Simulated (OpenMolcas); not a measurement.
# [AlH4]− (SMILES [H][Al-]([H])([H])[H]), step by step

Aim: a single-point energy (UHF/STO-3G), then the energy (CASSCF(2,2)/STO-3G), then the energy (CASPT2(2,2)/STO-3G), then a single-point energy (SC-NEVPT2(2,2)/STO-3G), then a single-point energy (MRCI(2,2)/STO-3G) of [AlH4]−. 

The calculation is run with OpenMolcas 26.06.

## 1. Starting point

[AlH4]−: 5 atoms, total charge -1, spin state singlet. As SMILES, `[H][Al-]([H])([H])[H]`. The Al1–H3 distance was set to 2.850 Å, away from the relaxed value. At this shape a bond of the SMILES string is far longer than usual.

Bond lengths: Al1–H2 1.627 Å, Al1–H4 1.628 Å, Al1–H5 1.628 Å. Angles: H2–Al1–H4 109.4°, H2–Al1–H5 109.6°, H4–Al1–H5 109.6°.

## 2. A single-point energy at UHF/STO-3G (run 1)

The input, step1.inp:

```
>>> EXPORT MOLCAS_PRINT=2

&GATEWAY
 BasLib = $CurrDir
 Coord
 5
 angstrom
 Al      -1.150062      -0.011640       0.414641
 H       -1.135752      -0.029880       2.041721
 H        1.530040       0.013000      -0.552880
 H       -1.922522       1.323560      -0.105489
 H       -1.916152      -1.337280      -0.139399
 Basis = STO-3G
 Group = NoSym

&SEWARD

&SCF
 UHF
 Charge = -1
 Scramble = 0.25
 PrOrbitals = 1 1
```

The basis set STO-3G is read from a file made from the Basis Set Exchange's data (not shown).

Command:

```bash
export MOLCAS_MEM=1860
pymolcas step1.inp > step1.log
```

Log:

```text
--- Start Module: gateway ---
[...]
--- Stop Module: gateway /rc=_RC_ALL_IS_WELL_ ---
--- Start Module: seward ---
[...]
      Basis functions           13
--- Stop Module: seward /rc=_RC_ALL_IS_WELL_ ---
--- Start Module: scf ---
[...]
       Convergence after  17 Iterations
[...]
::    Total SCF energy                               -240.9619419845
[...]
      Total spin, S                                     0.4055938979
[...]
      Total electronic charge=   18.000000
      Total            charge=   -1.000000
[...]
      Dipole Moment (debye):
      Origin of the operator (angstrom)=   -1.1125   -0.0111    0.4012
                   X= -1.2686E+00               Y= -2.1627E-02               Z=  4.5333E-01           Total=  1.3473E+00
      Center of Charge (angstrom)
[...]
--- Stop Module: scf /rc=_RC_ALL_IS_WELL_ ---
[...]
```

Wall time 1.4 s (1 thread of Arm Neoverse V2, shared host); peak memory 0.37 GiB.

## 3. The energy at CASSCF(2,2)/STO-3G (run 2)

The input, step2.input:

```
>>> EXPORT MOLCAS_PRINT=2

&gateway
 baslib=$CurrDir
 coord
 5
 angstrom
 Al      -1.150062      -0.011640       0.414641
 H       -1.135752      -0.029880       2.041721
 H        1.530040       0.013000      -0.552880
 H       -1.922522       1.323560      -0.105489
 H       -1.916152      -1.337280      -0.139399
 basis=STO-3G
 group=NoSym

&seward

&rasscf
 fileorb=$CurrDir/step1.UnaOrb
 spin=1
 nactel=2 0 0
 inactive=8
 ras2=2
 orblisting=Nothing
 orbappear=Compact
```

The basis set STO-3G is read from a file made from the Basis Set Exchange's data (not shown).

Command:

```bash
export MOLCAS_MEM=1860
pymolcas step2.input > step2.log
```

Log:

```text
--- Start Module: gateway ---
[...]
--- Stop Module: gateway /rc=_RC_ALL_IS_WELL_ ---
--- Start Module: seward ---
[...]
      Basis functions           13
--- Stop Module: seward /rc=_RC_ALL_IS_WELL_ ---
--- Start Module: rasscf ---
[...]
      Number of active orbitals                  2
[...]
      Spin quantum number                      0.0
[...]
      Active orbitals                            2
[...]
      Number of CSFs                             3
[...]
      Number of root(s) required                 1
[...]
      Convergence after  7 iterations
[...]
      printout of CI-coefficients larger than  0.05 for root  1
      energy=    -240.983252
      conf/sym  11     Coeff  Weight
             1  20   0.95292 0.90806
             3  02  -0.30322 0.09194
      Natural orbitals and occupation numbers for root  1
      sym 1:   1.816115   0.183885
      ************************************************************************************************************************
      *                                                    Final results                                                     *
[...]
::    RASSCF root number  1 Total energy:   -240.98325208
[...]
      Total electronic charge=   18.000000
      Total            charge=   -1.000000
[...]
      Dipole Moment (debye):
      Origin of the operator (angstrom)=   -1.1125   -0.0111    0.4012
                   X= -1.4069E+00               Y= -2.3189E-02               Z=  5.0309E-01           Total=  1.4943E+00
      Center of Charge (angstrom)
[...]
--- Stop Module: rasscf /rc=_RC_ALL_IS_WELL_ ---
[...]
```

It took 1.3 s on 1 thread of Arm Neoverse V2, shared host; peak memory 0.37 GiB.

## 4. A single-point energy at CASPT2(2,2)/STO-3G (run 3)

The input, step3.input:

```
&GATEWAY
  BasLib = $CurrDir
  Coord
  5
  angstrom
  Al      -1.150062      -0.011640       0.414641
  H       -1.135752      -0.029880       2.041721
  H        1.530040       0.013000      -0.552880
  H       -1.922522       1.323560      -0.105489
  H       -1.916152      -1.337280      -0.139399
  Basis = STO-3G
  Group = NoSym

&SEWARD

&RASSCF
  FileOrb = $CurrDir/step2.RasOrb
  Spin = 1
  Nactel = 2 0 0
  Inactive = 8
  Ras2 = 2
  OrbListing = Nothing
  OrbAppear = Compact

&CASPT2
  Imaginary = 0.1
  Frozen = 5
```

The basis set STO-3G is read from a file made from the Basis Set Exchange's data (not shown).

Command:

```bash
export MOLCAS_MEM=1860
pymolcas step3.input > step3.log
```

Log:

```text
--- Start Module: gateway ---
[...]
--- Stop Module: gateway /rc=_RC_ALL_IS_WELL_ ---
[...]
      Basis functions           13
[...]
--- Start Module: rasscf ---
[...]
      Number of active orbitals                  2
[...]
      Spin quantum number                      0.0
[...]
      Active orbitals                            2
[...]
      Number of CSFs                             3
[...]
      Number of root(s) required                 1
[...]
      Convergence after  4 iterations
[...]
      printout of CI-coefficients larger than  0.05 for root  1
      energy=    -240.983252
      conf/sym  11     Coeff  Weight
             1  20   0.95292 0.90806
             3  02  -0.30322 0.09194
      Natural orbitals and occupation numbers for root  1
      sym 1:   1.816114   0.183886
      ************************************************************************************************************************
      *                                                    Final results                                                     *
[...]
::    RASSCF root number  1 Total energy:   -240.98325208
[...]
      Total electronic charge=   18.000000
      Total            charge=   -1.000000
[...]
      Dipole Moment (debye):
      Origin of the operator (angstrom)=   -1.1125   -0.0111    0.4012
                   X= -1.4069E+00               Y= -2.3189E-02               Z=  5.0308E-01           Total=  1.4943E+00
      Center of Charge (angstrom)
[...]
--- Stop Module: rasscf /rc=_RC_ALL_IS_WELL_ ---
--- Start Module: caspt2 ---
[...]
 ###    WARNING: User changed nr of frozen orbitals.                         ###
 ###############################################################################
[...]
      E2 (Variational):          -0.0336867861
      Total energy:            -241.0169388693
[...]
      Reference weight:           0.98174
[...]
::    CASPT2 Root  1     Total energy:   -241.01693887
[...]
--- Stop Module: caspt2 /rc=_RC_ALL_IS_WELL_ ---
[...]
```

Run time: 1.4 s. Hardware: 1 thread of Arm Neoverse V2, shared host; peak memory 0.37 GiB.

## 5. The energy at SC-NEVPT2(2,2)/STO-3G (run 4)

The input, step4.inp:

```
&GATEWAY
  BasLib=$CurrDir
  Coord
  5
  angstrom
  Al      -1.150062      -0.011640       0.414641
  H       -1.135752      -0.029880       2.041721
  H        1.530040       0.013000      -0.552880
  H       -1.922522       1.323560      -0.105489
  H       -1.916152      -1.337280      -0.139399
  Basis=STO-3G
  Group=NoSym

&SEWARD

&RASSCF
  FileOrb=$CurrDir/step2.RasOrb
  Spin=1
  Nactel=2 0 0
  Inactive=8
  Ras2=2
  OrbListing=Nothing
  OrbAppear=Compact

&CASPT2
  SC-NEVPT2
  Frozen=5
```

The basis set STO-3G is read from a file made from the Basis Set Exchange's data (not shown).

Command:

```bash
export MOLCAS_MEM=1860
pymolcas step4.inp > step4.log
```

Log:

```text
--- Start Module: gateway ---
[...]
--- Stop Module: gateway /rc=_RC_ALL_IS_WELL_ ---
[...]
      Basis functions           13
[...]
--- Start Module: rasscf ---
[...]
      Number of active orbitals                  2
[...]
      Spin quantum number                      0.0
[...]
      Active orbitals                            2
[...]
      Number of CSFs                             3
[...]
      Number of root(s) required                 1
[...]
      Convergence after  4 iterations
[...]
      printout of CI-coefficients larger than  0.05 for root  1
      energy=    -240.983252
      conf/sym  11     Coeff  Weight
             1  20   0.95292 0.90806
             3  02  -0.30322 0.09194
      Natural orbitals and occupation numbers for root  1
      sym 1:   1.816114   0.183886
      ************************************************************************************************************************
      *                                                    Final results                                                     *
[...]
::    RASSCF root number  1 Total energy:   -240.98325208
[...]
      Total electronic charge=   18.000000
      Total            charge=   -1.000000
[...]
      Dipole Moment (debye):
      Origin of the operator (angstrom)=   -1.1125   -0.0111    0.4012
                   X= -1.4069E+00               Y= -2.3189E-02               Z=  5.0308E-01           Total=  1.4943E+00
      Center of Charge (angstrom)
[...]
--- Stop Module: rasscf /rc=_RC_ALL_IS_WELL_ ---
--- Start Module: caspt2 ---
[...]
 ###    WARNING: User changed nr of frozen orbitals.                         ###
 ###############################################################################
[...]
      E2 (Variational):          -0.0332374156
[...]
      E2 (Variational):          -0.0332127704
      Total energy:            -241.0164648536
[...]
      Reference weight:           0.98218
[...]
::    SC-NEVPT2 Root  1     Total energy:   -241.01646485
[...]
--- Stop Module: caspt2 /rc=_RC_ALL_IS_WELL_ ---
[...]
```

Run time: 1.3 s. Hardware: 1 thread of Arm Neoverse V2, shared host; peak memory 0.37 GiB.

## 6. A single-point energy at MRCI(2,2)/STO-3G (run 5)

The input, step5.inp:

```
&GATEWAY
  BasLib=$CurrDir
  Coord
  5
  angstrom
  Al      -1.150062      -0.011640       0.414641
  H       -1.135752      -0.029880       2.041721
  H        1.530040       0.013000      -0.552880
  H       -1.922522       1.323560      -0.105489
  H       -1.916152      -1.337280      -0.139399
  Basis=STO-3G
  Group=NoSym

&SEWARD

&RASSCF
  FileOrb=$CurrDir/step2.RasOrb
  Spin=1
  Nactel=2 0 0
  Inactive=8
  Ras2=2
  OrbListing=Nothing
  OrbAppear=Compact

&MOTRA
  LumOrb
  Frozen=5

&GUGA
  Electrons=8
  Spin=1
  Inactive=3
  Active=2
  CIAll=1

&MRCI
  SDCI
```

The basis set STO-3G is read from a file made from the Basis Set Exchange's data (not shown).

Command:

```bash
export MOLCAS_MEM=1860
pymolcas step5.inp > step5.log
```

Log:

```text
--- Start Module: gateway ---
[...]
--- Stop Module: gateway /rc=_RC_ALL_IS_WELL_ ---
[...]
      Basis functions           13
[...]
      Number of active orbitals                  2
[...]
      Spin quantum number                      0.0
[...]
      Active orbitals                            2
[...]
      Number of CSFs                             3
[...]
      Number of root(s) required                 1
[...]
      Convergence after  4 iterations
[...]
      printout of CI-coefficients larger than  0.05 for root  1
      energy=    -240.983252
      conf/sym  11     Coeff  Weight
             1  20   0.95292 0.90806
             3  02  -0.30322 0.09194
      Natural orbitals and occupation numbers for root  1
      sym 1:   1.816114   0.183886
      ************************************************************************************************************************
      *                                                    Final results                                                     *
[...]
::    RASSCF root number  1 Total energy:   -240.98325208
[...]
      Dipole Moment (debye):
      Origin of the operator (angstrom)=   -1.1125   -0.0111    0.4012
                   X= -1.4069E+00               Y= -2.3189E-02               Z=  5.0308E-01           Total=  1.4943E+00
      Center of Charge (angstrom)
[...]
      *** WARNING: Default frozen orbitals is overwritten by user input.
      *** Default values:   2
[...]
--- Start Module: guga ---
[...]
--- Stop Module: guga /rc=_RC_ALL_IS_WELL_ ---
--- Start Module: mrci ---
[...]
       (But an ACPF correction will be computed)
       USE THE DEFAULT ACPF G-VALUE GFAC=  0.25000000000000000
[...]
                      CI ENERGY:  -241.03154112
[...]
                ACPF CORRECTION:    -0.00143543
[...]
      Total electronic charge=   18.000000
      Total            charge=   -1.000000
[...]
     ACPF CORRECTION:     -0.00143543
[...]
  CI State   1     Total energy:   -241.03154112     QDav:     -0.00193306     QACPF:     -0.00143543
[...]
--- Stop Module: mrci /rc=_RC_ALL_IS_WELL_ ---
[...]
```

It took 1.4 s on 1 thread of Arm Neoverse V2, shared host; peak memory 0.37 GiB.

## 7. Results

```
                                                                quantity          value
                                         run 1, UHF/STO-3G: total energy  -240.96194 Eh
                                          run 1, UHF/STO-3G: HOMO energy        4.22 eV
                                          run 1, UHF/STO-3G: LUMO energy       13.45 eV
run 1, UHF/STO-3G: HOMO–LUMO gap (to an unbound level, set by the basis)        9.23 eV
                                                 run 1, UHF/STO-3G: ⟨S²⟩          0.570
                                 run 2, CASSCF(2,2)/STO-3G: total energy  -240.98325 Eh
                                 run 3, CASPT2(2,2)/STO-3G: total energy  -241.01694 Eh
                              run 4, SC-NEVPT2(2,2)/STO-3G: total energy  -241.01646 Eh
                                   run 5, MRCI(2,2)/STO-3G: total energy  -241.03154 Eh
```

In words: ⟨S²⟩ (run 1, UHF/STO-3G) is 0.57 where a pure singlet has 0.00: the reference is spin-contaminated. Mulliken charges (run 1, UHF/STO-3G) run from -0.41 on H4 to +0.54 on Al1. The HOMO (run 1, UHF/STO-3G) lies at positive energy, 4.22 eV: the electron is unbound at this level or held by a compact basis; values depend on the basis. Mulliken charges (run 2, CASSCF(2,2)/STO-3G) run from -0.41 on H4 to +0.55 on Al1. Mulliken charges (run 3, CASPT2(2,2)/STO-3G) of the CASSCF density run from -0.41 on H4 to +0.55 on Al1; they depend strongly on the basis. Mulliken charges (run 5, MRCI(2,2)/STO-3G) of the CASSCF density run from -0.41 on H4 to +0.55 on Al1; they depend strongly on the basis.
